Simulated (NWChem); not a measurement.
All runs are NWChem calculations. System: BCl$_{3}$, charge 0, spin multiplicity 1, at a geometry optimised with PBE0/def2-SVP. The structure started from a generated list of species. Level: LDA (SVWN5)/def2-TZVP.

The NWChem input:

```
start mol
memory heap 200 mb stack 900 mb global 1100 mb
geometry units angstroms nocenter noautoz
  B      0.000000     0.000000     0.000000
  Cl     0.000000     0.000000     1.742063
  Cl     1.508667     0.000000    -0.871031
  Cl    -1.508667     0.000000    -0.871031
  symmetry group C2v
end
basis spherical
  * library def2-tzvp
end
dft
  xc slater vwn_5
  semidirect memsize 60000000 filesize 0
  iterations 100
end
task dft energy
```

Output (cleaned and shortened):

```
             Northwest Computational Chemistry Package (NWChem) 7.3.0
             --------------------------------------------------------

                                NWChem Input Module
                                -------------------

 Scaling coordinates for geometry "geometry" by  1.889725989
 (inverse scale =  0.529177249)

 Turning off AUTOSYM since
 SYMMETRY directive was detected!

                             Geometry "geometry" -> ""
                             -------------------------

 Output coordinates in angstroms (scale by  1.889725989 to convert to a.u.)

  No.       Tag          Charge          X              Y              Z
 ---- ---------------- ---------- -------------- -------------- --------------
    1 B                    5.0000     0.00000000     0.00000000     0.00000000
    2 Cl                  17.0000     0.00000000     0.00000000     1.74206300
    3 Cl                  17.0000     1.50866700     0.00000000    -0.87103100
    4 Cl                  17.0000    -1.50866700     0.00000000    -0.87103100

 Effective nuclear repulsion energy (a.u.)     229.5135857618

            Nuclear Dipole moment (a.u.)
            ----------------------------
        X                 Y               Z
 ---------------- ---------------- ----------------
     0.0000000000     0.0000000000     0.0000321253

      Symmetry information
      --------------------

 Group name             C2v
 Group number             16
 Group order               4
 No. of unique centers     3

      Symmetry unique atoms

     1    2    3


 Summary of "ao basis" -> "" (spherical)
 ------------------------------------------------------------------------------
       Tag                 Description            Shells   Functions and Types
 ---------------- ------------------------------  ------  ---------------------
 *                         def2-tzvp                  on all atoms

                                 NWChem DFT Module
                                 -----------------

 Summary of "ao basis" -> "ao basis" (spherical)
 ------------------------------------------------------------------------------
       Tag                 Description            Shells   Functions and Types
 ---------------- ------------------------------  ------  ---------------------
 B                         def2-tzvp                11       31   5s3p2d1f
 Cl                        def2-tzvp                13       37   5s5p2d1f

 Summary of "ao basis" -> "ao basis" (spherical)
 ------------------------------------------------------------------------------
       Tag                 Description            Shells   Functions and Types
 ---------------- ------------------------------  ------  ---------------------
 B                         def2-tzvp                11       31   5s3p2d1f
 Cl                        def2-tzvp                13       37   5s5p2d1f

      Symmetry analysis of basis
      --------------------------

        a1         55
        a2         18
        b1         41
        b2         28

            General Information
            -------------------
          SCF calculation type: DFT
          Wavefunction type:  closed shell.
          No. of atoms     :     4
          No. of electrons :    56
           Alpha electrons :    28
            Beta electrons :    28
          Charge           :     0
          Spin multiplicity:     1
          Use of symmetry is: on ; symmetry adaption is: on
          Maximum number of iterations: 100
          AO basis - number of functions:   142
                     number of shells:    50
          Convergence on energy requested:  1.00D-06
          Convergence on density requested:  1.00D-05
          Convergence on gradient requested:  5.00D-04

              XC Information
              --------------
                        Slater Exchange Functional  1.000 local
                      VWN V Correlation Functional  1.000 local

             Grid Information
             ----------------
          Grid used for XC integration:  medium
          Radial quadrature: Mura-Knowles
          Angular quadrature: Lebedev.
          Tag              B.-S. Rad. Rad. Pts. Rad. Cut. Ang. Pts.
          ---              ---------- --------- --------- ---------
          B                   0.85       49           7.0       434
          Cl                  1.00       88           9.0       590
          Grid pruning is: on
          Number of quadrature shells:   225
          Spatial weights used:  Erf1

          Convergence Information
          -----------------------
          Convergence aids based upon iterative change in
          total energy or number of iterations.
          Levelshifting, if invoked, occurs when the
          HOMO/LUMO gap drops below (HL_TOL):  1.00D-02
          DIIS, if invoked, will attempt to extrapolate
          using up to (NFOCK): 10 stored Fock matrices.

                    Damping( 0%)  Levelshifting(0.5)       DIIS
                  --------------- ------------------- ---------------
          dE  on:    start            ASAP                start
          dE off:    2 iters        100 iters           100 iters

      Screening Tolerance Information
      -------------------------------
          Density screening/tol_rho:  1.00D-10
          AO Gaussian exp screening on grid/accAOfunc:  14
          CD Gaussian exp screening on grid/accCDfunc:  20
          XC Gaussian exp screening on grid/accXCfunc:  20
          Schwarz screening/accCoul:  1.00D-08

      Superposition of Atomic Density Guess
      -------------------------------------

 Sum of atomic energies:       -1402.96777866

      Non-variational initial energy
      ------------------------------

 Total energy =   -1404.076390
 1-e energy   =   -2395.022726
 2-e energy   =     761.432750
 HOMO         =      -0.402851
 LUMO         =       0.039005

      Symmetry analysis of molecular orbitals - initial
      -------------------------------------------------

  Numbering of irreducible representations:

     1 a1          2 a2          3 b1          4 b2

  Orbital symmetries:

     1 a1          2 b1          3 a1          4 a1          5 b1
     6 a1          7 a1          8 b1          9 a1         10 a1
    11 b1         12 b2         13 a2         14 b1         15 b2
    16 a1         17 a1         18 a1         19 b1         20 a1
    21 b1         22 a1         23 b2         24 a2         25 b2
    26 b1         27 a1         28 b1         29 b2         30 a1
    31 a1         32 a1         33 b1         34 b2         35 a1
    36 b1         37 a1         38 b1

------------------------------------------------------------
EAF file 0: "./mol.aoints.0" size=524288 bytes
------------------------------------------------------------
               write      read    awrite     aread      wait
               -----      ----    ------     -----      ----
     calls:        1         0         0         0         0
   data(b): 5.24e+05  0.00e+00  0.00e+00  0.00e+00
   time(s): 0.00e+00  0.00e+00  0.00e+00  0.00e+00  0.00e+00
rate(mb/s): 0.00e+00  0.00e+00
------------------------------------------------------------

   convergence    iter        energy       DeltaE   RMS-Dens  Diis-err    time
 ---------------- ----- ----------------- --------- --------- ---------  ------
 d= 0,ls=0.0,diis     1  -1400.7867218048 -1.63D+03  9.28D-03  3.30D+00     2.8
 d= 0,ls=0.0,diis     2  -1400.5409619152  2.46D-01  8.69D-03  2.98D+00     3.0
 d= 0,ls=0.0,diis     3  -1400.7362598582 -1.95D-01  3.90D-03  1.25D+00     3.2
 d= 0,ls=0.0,diis     4  -1400.9120214157 -1.76D-01  4.34D-04  1.30D-02     3.4
 d= 0,ls=0.0,diis     5  -1400.9134357771 -1.41D-03  1.17D-04  1.06D-03     3.6
  Resetting Diis
 d= 0,ls=0.0,diis     6  -1400.9135716324 -1.36D-04  3.04D-05  3.65D-05     3.8
 d= 0,ls=0.0,diis     7  -1400.9135756668 -4.03D-06  7.25D-06  1.01D-06     4.0
 d= 0,ls=0.0,diis     8  -1400.9135755972  6.96D-08  4.89D-06  1.47D-06     4.2

         Total DFT energy =    -1400.913575597198
      One electron energy =    -2396.229321920713
           Coulomb energy =      849.874019892931
    Exchange-Corr. energy =      -84.071859331176
 Nuclear repulsion energy =      229.513585761761

 Numeric. integr. density =       55.999999534399

     Total iterative time =      3.6s

                  Occupations of the irreducible representations
                  ----------------------------------------------

                     irrep           alpha         beta
                     --------     --------     --------
                     a1               13.0         13.0
                     a2                2.0          2.0
                     b1                9.0          9.0
                     b2                4.0          4.0

                       DFT Final Molecular Orbital Analysis
                       ------------------------------------

 Vector   26  Occ=2.000000D+00  E=-3.163700D-01  Symmetry=a2
              MO Center= -3.6D-11, -1.2D-14, -8.4D-01, r^2= 3.4D+00
   Bfn.  Coefficient  Atom+Function         Bfn.  Coefficient  Atom+Function
  ----- ------------  ---------------      ----- ------------  ---------------
    84      0.383290  3 Cl py               121     -0.383290  4 Cl py
    87      0.246808  3 Cl py               124     -0.246808  4 Cl py
    81      0.190077  3 Cl py               118     -0.190077  4 Cl py
    75     -0.154691  3 Cl py               112      0.154691  4 Cl py
    78     -0.068552  3 Cl py               115      0.068552  4 Cl py

 Vector   27  Occ=2.000000D+00  E=-3.163624D-01  Symmetry=b2
              MO Center=  3.6D-11,  3.0D-14,  8.4D-01, r^2= 3.4D+00
   Bfn.  Coefficient  Atom+Function         Bfn.  Coefficient  Atom+Function
  ----- ------------  ---------------      ----- ------------  ---------------
    47      0.442598  2 Cl py                50      0.285002  2 Cl py
    84     -0.221275  3 Cl py               121     -0.221275  4 Cl py
    44      0.219488  2 Cl py                38     -0.178627  2 Cl py
    87     -0.142487  3 Cl py               124     -0.142487  4 Cl py
    81     -0.109733  3 Cl py               118     -0.109733  4 Cl py

 Vector   28  Occ=2.000000D+00  E=-2.864538D-01  Symmetry=b1
              MO Center=  6.1D-14, -2.2D-16,  3.1D-04, r^2= 4.3D+00
   Bfn.  Coefficient  Atom+Function         Bfn.  Coefficient  Atom+Function
  ----- ------------  ---------------      ----- ------------  ---------------
    46      0.329528  2 Cl px                85     -0.285319  3 Cl pz
   122      0.285319  4 Cl pz                49      0.221017  2 Cl px
    88     -0.191364  3 Cl pz               125      0.191364  4 Cl pz
    83     -0.164706  3 Cl px               120     -0.164706  4 Cl px
    43      0.163602  2 Cl px                82     -0.141654  3 Cl pz

 Vector   29  Occ=0.000000D+00  E=-1.063873D-01  Symmetry=b2
              MO Center= -2.1D-14, -1.3D-15,  9.2D-06, r^2= 2.8D+00
   Bfn.  Coefficient  Atom+Function         Bfn.  Coefficient  Atom+Function
  ----- ------------  ---------------      ----- ------------  ---------------
    10      0.525725  1 B  py                 7      0.428150  1 B  py
    50     -0.252500  2 Cl py                87     -0.252494  3 Cl py
   124     -0.252494  4 Cl py                13      0.234116  1 B  py
    47     -0.186136  2 Cl py                84     -0.186130  3 Cl py
   121     -0.186130  4 Cl py                44     -0.103340  2 Cl py

 Vector   30  Occ=0.000000D+00  E=-7.917617D-03  Symmetry=a1
              MO Center=  5.3D-14,  2.7D-16, -6.4D-05, r^2= 5.0D+00
   Bfn.  Coefficient  Atom+Function         Bfn.  Coefficient  Atom+Function
  ----- ------------  ---------------      ----- ------------  ---------------
     4      1.229876  1 B  s                  5      0.959910  1 B  s
    36     -0.597177  2 Cl s                 73     -0.597231  3 Cl s
   110     -0.597231  4 Cl s                 51      0.494093  2 Cl pz
    86      0.427936  3 Cl px               123     -0.427936  4 Cl px
    88     -0.247061  3 Cl pz               125     -0.247061  4 Cl pz

 Vector   31  Occ=0.000000D+00  E= 2.139907D-02  Symmetry=a1
              MO Center= -1.3D-13, -8.5D-15, -9.6D-05, r^2= 5.8D+00
   Bfn.  Coefficient  Atom+Function         Bfn.  Coefficient  Atom+Function
  ----- ------------  ---------------      ----- ------------  ---------------
     5     -2.110858  1 B  s                  4      1.991616  1 B  s
    51      0.204766  2 Cl pz                86      0.177372  3 Cl px
   123     -0.177372  4 Cl px                36      0.134560  2 Cl s
    73      0.134543  3 Cl s                110      0.134543  4 Cl s
    48      0.127493  2 Cl pz                 2     -0.116659  1 B  s

 center of mass
 --------------
 x =   0.00000000 y =   0.00000000 z =   0.00000057

 moments of inertia (a.u.)
 ------------------
         568.457274048580           0.000000000000           0.000000000000
           0.000000000000        1136.911892220057           0.000000000000
           0.000000000000           0.000000000000         568.454618171478

     Multipole analysis of the density
     ---------------------------------

     L   x y z        total         alpha         beta         nuclear
     -   - - -        -----         -----         ----         -------
     0   0 0 0     -0.000000    -28.000000    -28.000000     56.000000

     1   1 0 0      0.000000      0.000000      0.000000      0.000000
     1   0 1 0     -0.000000     -0.000000     -0.000000      0.000000
     1   0 0 1      0.000172      0.000070      0.000070      0.000032

     2   2 0 0    -31.806417   -154.079450   -154.079450    276.352483
     2   1 1 0      0.000000      0.000000      0.000000      0.000000
     2   1 0 1      0.000000      0.000000      0.000000      0.000000
     2   0 2 0    -31.451190    -15.725595    -15.725595      0.000000
     2   0 1 1     -0.000000     -0.000000     -0.000000      0.000000
     2   0 0 2    -31.805826   -154.079800   -154.079800    276.353774

 Task  times  cpu:        4.2s     wall:        4.2s

 Total times  cpu:        4.2s     wall:        4.2s
```
